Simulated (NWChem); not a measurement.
Molecule: dimethylamine (C2H7N); SMILES CNC

Program: NWChem. Pople sets run with spherical d functions. All runs use the structure optimised with PBE0/def2-SVP. Computed dipoles belong to the equilibrium geometry; the measured one is vibrationally averaged.

Measured dipole moment: 1.03 D (NIST CCCBDB, as tabulated in the package chemicals).

| level | dipole moment (D) | computed − measured |
|---|---|---|
| B3LYP/STO-3G | 1.09 | +0.06 |
| B3LYP/3-21G | 1.03 | 0.00 |
| B3LYP/6-31G* | 0.94 | -0.09 |
| B3LYP/6-31+G* | ? | ? |
| B3LYP/def2-SVP | 0.87 | -0.16 |
| B3LYP/def2-SVPD | 0.92 | -0.11 |
| B3LYP/def2-TZVP | 0.90 | -0.13 |
| B3LYP/6-311++G** | ? | ? |
| B3LYP/aug-cc-pVTZ | 0.91 | -0.12 |

Task: Fill in the missing entries.

Result: 
- B3LYP/6-311++G**, dipole moment (D): 0.98
- B3LYP/6-311++G**, computed − measured: -0.05
- B3LYP/6-31+G*, dipole moment (D): 1.03
- B3LYP/6-31+G*, computed − measured: 0.00
